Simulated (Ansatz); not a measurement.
# CHFO: geometry and frequencies at several levels

One table from this session's results is given with a row withheld; the runs are named, their logs left out.

Program: Ansatz 0.2.0. Level of theory: the levels named in each step. These are calculated values, not measurements.

## Starting point

Bond lengths: C2–O3 1.123 Å, F1–H4 0.946 Å.

As a file:

```xyz
4

F     0.0000    0.0000   -1.9521
C     0.0000    0.0000    0.9178
O     0.0000    0.0000    2.0408
H     0.0000    0.0000   -1.0066
```

Set-up of the first run:

Contents of input.yaml:

```yaml
crystal:
  periodic: [false, false, false]
  atoms:
    - { symbol: F, position_ang: [0.0, 0.0, -1.97657098] }
    - { symbol: C, position_ang: [0.0, 0.0, 0.95316298] }
    - { symbol: O, position_ang: [0.0, 0.0, 2.07293921] }
    - { symbol: H, position_ang: [0.0, 0.0, -1.0495312] }
basis:
  gaussian: { orbitals: def2-TZVPP }
hamiltonian:
  xc: pbe0
  dispersion: d4
phonons: {}
```

Command:

```bash
> ansatz run input.yaml --threads 2 --pin off --max-ram 5120MiB --backend cpu --events-out ev --progress --plain --runs-dir out
```

Steps of the session up to this table: Frequencies, PBE0-D4/def2-TZVPP; Relaxation, PBE-D4/def2-TZVPP; Frequencies, PBE-D4/def2-TZVPP; Relaxation, r2SCAN-D4/def2-TZVPP; Frequencies, r2SCAN-D4/def2-TZVPP; Relaxation, B3LYP-D4/def2-TZVPP; Frequencies, B3LYP-D4/def2-TZVPP; Relaxation, B2PLYP/def2-TZVPP; Frequencies, B2PLYP/def2-TZVPP.

One of the session's tables, all rows but one given; the rest of the session is left out.

It belongs to the step «Geometries side by side». 

| level | C2–O3 (Å) | rotational constants (MHz) | dipole (D) | highest frequency (cm⁻¹) |
| --- | --- | --- | --- | --- |
| PBE0-D4/def2-TZVPP | 1.1198 | 3277 | 2.68 | 3936 |
| PBE-D4/def2-TZVPP | 1.1327 | 3317.6 | 2.80 | 3708 |
| r2SCAN-D4/def2-TZVPP | 1.1239 | 3249.7 | 2.72 | 3866 |
| B3LYP-D4/def2-TZVPP | ? | ? | ? | ? |
| B2PLYP/def2-TZVPP | 1.1269 | 3183.9 | 2.66 | 3951 |

Q: Estimate the row for B3LYP-D4/def2-TZVPP from the others.

**Answer.** C2–O3 (Å): 1.1214; rotational constants (MHz): 3228.2; dipole (D): 2.65; highest frequency (cm⁻¹): 3890. In the column «C2–O3 (Å)» it lies between PBE0-D4/def2-TZVPP (1.1198) and r2SCAN-D4/def2-TZVPP (1.1239).
